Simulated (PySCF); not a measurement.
# AlB+: bond curves at several levels of theory

One table from this session's results is given with a row withheld; the runs are named, their logs left out.

Method: Al aug-cc-pV(D+d)Z, B aug-cc-pVDZ, no relativity; program: PySCF 2.14.0.

The first run:

A driver script around PySCF takes these settings:

```json
{
  "atoms": "Al, B",
  "charge": "1",
  "basis": "Al aug-cc-pV(D+d)Z, B aug-cc-pVDZ",
  "Hamiltonian": "no relativity",
  "basis functions": "55",
  "electrons treated": "17",
  "masses in u": "26.9815, 11.0093",
  "levels": "PBE0, PBE, r²SCAN, BP86, revPBE, B97-3, HSE06, HF, MP2, SCS-MP2, CCSD, CCSD(T)",
  "grid": "80 radial by 434 angular points",
  "occupations": "held fixed by the projection of orbital angular momentum",
  "dissociation limit": "Al+ + B, each in its ground configuration",
  "starting distance in angstrom": "2.110",
  "values of 2S to try": "1, 3"
}
```

Run with:

```sh
$ OMP_NUM_THREADS=1 python dia.py task.json out
```

Steps of the session up to this table: Set-up; The PBE0 curve of the state that the search chose; Higher solutions at PBE0; PBE (GGA); r²SCAN (meta-GGA); BP86; revPBE (GGA); B97-3; HSE06; UHF (mean field); MP2 and coupled cluster.

One of the session's tables, all rows but one given; the rest of the session is left out.

Energy (eV) from each level's lowest point:

```
R (Å)    UHF  UHF-MP2  UHF-SCS-MP2  UHF-CCSD  UHF-CCSD(T)
2.361  0.295    0.245        0.258       n/a          n/a
2.470  0.153    0.119        0.129     0.121        0.113
2.580      ?        ?            ?         ?            ?
2.663  0.029    0.016        0.020     0.016        0.013
2.745  0.008    0.002        0.004     0.002        0.000
2.827  0.000    0.000        0.000     0.000        0.000
2.937  0.005    0.011        0.008     0.011        0.014
3.074  0.027    0.040        0.033     0.041        0.046
3.239  0.068    0.087        0.076     0.089        0.097
3.459  0.131    0.159        0.142       n/a          n/a
```

**Question.** Estimate the row for R (Å) = 2.580.

Worked estimate for «UHF». A straight line through the neighbours (2.470, 0.153) and (2.663, 0.029) gives 0.153 + (0.029 − 0.153) × (2.580 − 2.470) / (2.663 − 2.470) = 0.082; a parabola fitted to 4 rows on both sides gives 0.064.

As computed: UHF: 0.067; UHF-MP2: 0.046; UHF-SCS-MP2: 0.052; UHF-CCSD: 0.047; UHF-CCSD(T): 0.041. In «UHF» the line misses by +0.015 and the parabola by -0.003.
